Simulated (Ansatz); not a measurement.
Two shapes of singlet C3H4.

Shape 1:

```xyz
7

C     0.0000    0.0000   -0.8550
C     0.0000    0.6483    0.4979
C     0.0000   -0.6483    0.4979
H     0.9187    0.0000   -1.4638
H    -0.9187    0.0000   -1.4638
H     0.0000    1.5897    1.0414
H     0.0000   -1.5897    1.0414
```

Shape 2:

```xyz
7

C     0.0041   -0.0461   -0.8360
C     0.0048    0.6182    0.5376
C    -0.0233   -0.6352    0.5402
H     0.9177   -0.0452   -1.4851
H    -0.9363    0.0011   -1.5106
H    -0.0119    1.5460    1.0202
H     0.0123   -1.5700    0.9971
```

Basis set: 6-31G* (spherical functions). Correlated methods keep 3 orbitals frozen. Charge 0, multiplicity 1.

Computed with Ansatz (development build ahead of 0.2.0); each method stands on the lowest determinant of its kind that the runs found.

Which shape is lower in energy, and by how much in each method?

```csv
method,E(2) − E(1) (eV)
RHF,0.179
RHF-MP2,0.272
```

Shape 1 is lower.
